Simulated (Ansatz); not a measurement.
A run of Ansatz (development build ahead of 0.2.0) on singlet MgS at this shape:

```xyz
2

Mg    0.0000    0.0000    0.0000
S     0.0000    0.0000    3.4240
```

Its results:

```
Converged                       : yes
Total energy                    : -596.89133 hartree
Spin squared of the determinant : 1.182
Stability test                  : minimum
```

Forces (eV/Å):
```json
{"atom": "Mg1", "Fx": "0.000", "Fy": "0.000", "Fz": "0.847"}
{"atom": "S2", "Fx": "0.000", "Fy": "0.000", "Fz": "-0.847"}
```

(1) Which input gives this output? Name the method, the orbitals and the basis set, and write the input.

Answers

(1) UHF in def2-SVP.

```yaml
crystal:
  periodic: [false, false, false]
  atoms:
    - { symbol: Mg, position_ang: [0.0, 0.0, 0.0] }
    - { symbol: S, position_ang: [0.0, 0.0, 3.424] }
basis:
  gaussian: { orbitals: def2-SVP }
magnetization:
  spin_polarized: true
hamiltonian:
  xc: hf
output:
  forces: true
```

Caution: another spin multiplicity may lie lower; the unrestricted determinant is a mixture of spin states.
